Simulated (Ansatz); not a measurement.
Two shapes of singlet CH3BO.

Shape 1:

```xyz
6

B     0.0459    0.0052   -1.3555
C    -0.0220    0.0415    0.1996
O     0.0075   -0.0426    1.3397
H    -0.0123   -1.1327   -1.6461
H    -1.0127    0.5534   -1.6755
H     1.0223    0.5471   -1.6685
```

Shape 2:

```xyz
6

B     0.0000    0.0000   -1.2295
C     0.0000    0.0000    0.1681
O     0.0000    0.0000    1.2094
H     0.0000   -1.0866   -1.5122
H    -0.9410    0.5433   -1.5122
H     0.9410    0.5433   -1.5122
```

Basis set: def2-TZVP (spherical functions). Frozen core: 3 orbitals. Charge 0, multiplicity 1.

Computed with Ansatz (development build ahead of 0.2.0); each method stands on the lowest determinant of its kind that the runs found.

**Question.** Which shape is lower in energy, and by how much in each method?

**Answer.**

```csv
method,E(2) − E(1) (eV)
RHF,0.789
RHF-MP2,1.131
```

Shape 1 is lower. Caution: no unrestricted run beside it, a lower state can exist.
